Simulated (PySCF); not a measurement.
Species: C₂HO (doublet state).
Cartesian coordinates in Å at the GFN2-xTB level; atoms count from 1:
```xyz
4
C2HO angstrom
C     -0.6415    0.1229    0.2683
C      0.5824   -0.1087    0.3603
O      1.7366   -0.3273    0.4470
H     -1.6672    0.3178    0.1912
```

Identity: `[CH]=C=O` [radical].

The calculation used PySCF, UKS B3LYP, pcH-1 on C H O, non-relativistic, mean-field spin-orbit, GIAO. Geometry: GFN2-xTB; no solvent, vibrations or thermal averaging. The geometry wasn't refined by DFT: couplings that depend on bond lengths, twists or pyramidal angles can differ widely from those at the functional's own minimum.

Output of the driver script. Atoms in this output count from 0.

```
UKS, coarse grid
  cycle   1  E = -151.85802214  |g| = 4.50e-01
  cycle   2  E = -151.40173992  |g| = 1.16e+00
  cycle   3  E = -151.92884964  |g| = 1.15e-01
  cycle   4  E = -151.93375994  |g| = 6.77e-02
  cycle   5  E = -151.93601363  |g| = 1.81e-02
  cycle   6  E = -151.93618598  |g| = 5.73e-03
  cycle   7  E = -151.93622048  |g| = 1.56e-03
  cycle   8  E = -151.93622532  |g| = 3.26e-04
UKS, final grid
  cycle   1  E = -151.93622161  |g| = 4.97e-04
  cycle   2  E = -151.93622113  |g| = 1.14e-03
  cycle   3  E = -151.93622175  |g| = 1.57e-04
  cycle   4  E = -151.93622176  |g| = 3.32e-05
  cycle   5  E = -151.93622176  |g| = 1.53e-05
internal stability: stable
E = -151.93622176 Eh   <S^2> = 0.7589 (exact 0.7500)
g shifts (ppm)      1          2          3
  rmc          -196       -196       -196
  gc             -6         43         42
  oz_so          -8       2192      69805
  total        -210       2040      69651
hyperfine (MHz)  atom isotope    a_iso     a_fc   dipolar eigenvalues
    0   13C      56.55      56.55    -60.05    -56.19    116.24
    1   13C     -57.09     -57.09    -13.98      3.76     10.22
    2   17O     -23.07     -23.07   -109.84     54.50     55.34
    3    1H     -59.95     -59.95    -28.48     -3.04     31.53
```

Task: Can this result be taken as it stands? Point to the evidence in the output.

Result: No. The species is linear, yet the g tensor isn't that of a Σ state, which would be axial with no orbital-Zeeman term along the axis. Here the shifts are -210, 2040, 69651 ppm, with orbital-Zeeman/spin–orbit parts of -8, 2192, 69805 ppm. That is what a determinant gives that fills the components of a degenerate π or δ shell unevenly. Such a state carries orbital angular momentum about the axis, which this second-order treatment can't describe.
